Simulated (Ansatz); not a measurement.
Geometry optimisation, Ansatz, RKS PBE-D4/def2-SVP.

Input:

```yaml
crystal:
  periodic: [false, false, false]
  atoms:
    - { symbol: B, position_ang: [0.0, 0.0, 0.0] }
    - { symbol: F, position_ang: [0.8785, 0.0, 1.2404] }
    - { symbol: H, position_ang: [1.3883, 0.0, 0.0683] }
    - { symbol: C, position_ang: [-1.3856, 0.0, -0.8] }
    - { symbol: H, position_ang: [-1.9458, -0.9305, -0.5708] }
    - { symbol: H, position_ang: [-1.9898, 0.8797, -0.4946] }
    - { symbol: H, position_ang: [-1.1839, 0.0508, -1.8903] }
basis:
  gaussian: { orbitals: def2-SVP }
hamiltonian:
  xc: pbe
  dispersion: d4
relax:
  f_tol: 0.15
  max_steps: 25
  restrain:
    - { distance: [1, 2], at: 2.12, k: 30.0 }
    - { distance: [0, 1], at: 1.32, k: 30.0 }
    - { distance: [0, 2], at: 1.19, k: 30.0 }
```

Run as:

```bash
$ ansatz run input.yaml --threads 1 --pin off --max-ram 2048MiB --backend cpu --events-out ev --progress --plain --runs-dir out
```

Where does it end, and by what steps?

The run converged. The restraints hold the end off the free minimum. After 11 steps the energy has fallen by 4.696 eV (the restraints' own energy left out); F2 moved furthest, 0.72 Å.

| step | energy less start (eV) | largest force component (eV/Å) | accepted |
| --- | --- | --- | --- |
| 0 | 0.0000 | 5.484 | yes |
| 1 | -2.3553 | 4.072 | yes |
| 2 | -3.7358 | 2.547 | yes |
| 3 | -4.4681 | 0.901 | yes |
| 4 | -4.5903 | 0.843 | yes |
| 5 | -4.6728 | 0.535 | yes |
| 6 | -4.6756 | 0.598 | yes |
| 7 | -4.6765 | 0.645 | yes |
| 8 | -4.6801 | 0.660 | yes |
| 9 | -4.6940 | 0.406 | yes |
| 10 | -4.6889 | 0.592 | no |
| 11 | -4.6963 | 0.431 | yes |

```xyz
7
Properties=species:S:1:pos:R:3
B 0.170 -0.005 0.043
F 0.285 0.407 1.301
H 1.189 -0.424 -0.437
C -1.209 0.035 -0.692
H -1.604 -1.008 -0.705
H -1.968 0.675 -0.200
H -1.103 0.320 -1.758
```

Run time: 17 s on 1 thread of Arm Neoverse V1, with other jobs on the host, peak memory 0.12 GiB.
